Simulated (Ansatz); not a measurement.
Total energies of BH2(SMe) (CH5BS) from Ansatz at r2SCAN-D4/def2-TZVP, gas phase (1 Eh = 27.2114 eV = 2625.5 kJ/mol). The reference geometry is relaxed at PBE0-D4/def2-TZVP.

```
                state   geometry  energy (Eh)
     charge 0 singlet  reference   -464.12721
     charge 1 doublet  reference   -463.75674
free B atom (doublet)          –    -24.63675
free H atom (doublet)          –     -0.49993
free S atom (triplet)          –   -398.08366
free C atom (triplet)          –    -37.83292
```

Question: Work out the vertical ionisation energy to the doublet.

Answer: E(charge 1 doublet) − E(charge 0 singlet) = -463.75674 − (-464.12721) = 0.37047 Eh = 10.08 eV. For comparison, −ε of the highest occupied level is 6.95 eV at this level, 3.13 eV less.

Question: What is the binding energy per atom against free atoms?

Answer: Atoms: 1 × (-24.63675) + 5 × (-0.49993) + 1 × (-398.08366) + 1 × (-37.83292) = -463.05298 Eh. Binding: -463.05298 − (-464.12721) = 1.07423 Eh = 29.23 eV, or 3.65 eV for each of 8 atoms (no zero-point energy, no counterpoise term).
